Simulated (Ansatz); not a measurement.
Born–Oppenheimer molecular dynamics of Al2H4O (7 atoms, charge 0, multiplicity 1). It starts at the highest image of a converged band, a first-order saddle point between two minima.

Theory: Ansatz 0.2.0, RKS CAM-B3LYP-D4/def2-SVP.

```json
{"ensemble": "NVE (velocity Verlet)", "time step": "0.5 fs", "steps asked": "200", "starting velocities drawn for": "300 K", "seed": "6995"}
```

First frame:

```xyz
7
Properties=species:S:1:pos:R:3
O -1.615 -1.240 -1.423
Al -0.398 -0.514 -0.503
Al 1.518 0.297 0.691
H -2.535 -0.985 -1.521
H -0.744 0.866 0.407
H 1.579 -0.043 2.235
H 2.256 1.551 0.068
```

What does the run give?

All steps were run.

```json
{
 "steps done": "200",
 "time covered": "100 fs",
 "mean temperature over the second half": "685 K",
 "spread of the potential energy over the second half": "15.2 meV per atom",
 "mean potential energy of the second half above the start": "-35.5 meV per atom"
}
```

The conserved energy stayed within 0.025 meV per atom of its start (net change 0.021 meV per atom), so the integration is sound. The system heated up, since it started high on the potential surface and ran downhill. A run of 0.1 ps of so small a system gives no equilibrium averages. The orbitals stay closed-shell, which can raise the energy where a bond breaks towards radicals; this wasn't checked here.

What happens to the structure?

The step under study would form Al3–H5 and break Al2–H5. These pairs go: Al3–H5 2.35 → 3.84 Å, Al2–H5 1.69 → 1.64 Å. In the last frame they stand as before the step (other bonds may differ from the relaxed reactants and products). It ends as one piece, Al2H4O. Pairs count as bonded within 1.25 times the sum of covalent radii (0.12 Å more for H–H). Another seed would give other details.

How do temperature and energy run in time?


| time (fs) | T (K) | potential energy less start (eV) | conserved less start (meV/atom) |
| --- | --- | --- | --- |
| 0.0 | 300 | 0.000 | 0.00 |
| 3.0 | 262 | 0.025 | 0.01 |
| 6.0 | 197 | 0.067 | 0.02 |
| 9.0 | 160 | 0.090 | 0.02 |
| 12.0 | 132 | 0.109 | 0.01 |
| 15.0 | 99 | 0.130 | 0.02 |
| 18.0 | 101 | 0.129 | 0.02 |
| 21.0 | 113 | 0.121 | 0.01 |
| 24.0 | 100 | 0.129 | 0.02 |
| 27.0 | 109 | 0.123 | 0.03 |
| 30.0 | 160 | 0.091 | 0.01 |
| 33.0 | 202 | 0.063 | 0.01 |
| 36.0 | 213 | 0.056 | 0.02 |
| 39.0 | 238 | 0.040 | 0.01 |
| 42.0 | 256 | 0.029 | 0.01 |
| 45.0 | 253 | 0.030 | 0.02 |
| 48.0 | 286 | 0.009 | 0.03 |
| 51.0 | 357 | -0.037 | 0.01 |
| 54.0 | 401 | -0.065 | 0.01 |
| 57.0 | 444 | -0.093 | 0.02 |
| 60.0 | 516 | -0.139 | 0.01 |
| 63.0 | 564 | -0.171 | 0.01 |
| 66.0 | 621 | -0.207 | 0.02 |
| 69.0 | 710 | -0.265 | 0.01 |
| 72.0 | 752 | -0.292 | 0.00 |
| 75.0 | 744 | -0.287 | 0.02 |
| 78.0 | 754 | -0.293 | 0.01 |
| 81.0 | 739 | -0.284 | 0.01 |
| 84.0 | 742 | -0.286 | 0.02 |
| 87.0 | 803 | -0.325 | 0.01 |
| 90.0 | 849 | -0.355 | 0.01 |
| 93.0 | 864 | -0.364 | 0.02 |
| 96.0 | 894 | -0.384 | 0.00 |
| 99.0 | 877 | -0.373 | 0.01 |

Run time: 3.3 min on 2 threads of Intel(R) Xeon(R) Platinum 8375C CPU @ 2.90GHz (Ice Lake), with other jobs on the host, peak memory 0.16 GiB.
